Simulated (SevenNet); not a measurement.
**bcc Fe**

These are the machine-learned potential SevenNet-0 (trained on PBE and PBE+U data) values and carry that method's errors.

Cell: relaxed at this level.

- equilibrium lattice constant a = 2.846 Å
- volume per atom = 11.52 Å³/atom
- vacancy formation energy = 1.30 eV

Measured, for comparison: lattice constant a 2.853 Å, equilibrium volume per atom 11.61 Å³/atom (static lattice: zero-point anharmonic expansion removed; as tabulated in Mejia-Rodriguez and Trickey (2018), arXiv:1807.09216); vacancy formation energy 2 ± 0.2 eV (not corrected to a static lattice, monovacancy, our sources range from 1.53 to 2.00; as tabulated in Nandi et al. (2010), arXiv:0904.3859). Computed (rounded) less measured: lattice constant a -0.2 %, equilibrium volume per atom -0.8 %, vacancy formation energy not scored (sources differ).

A machine-learned potential is trained on density-functional data: it inherits that level's misses and adds fitting errors of its own.
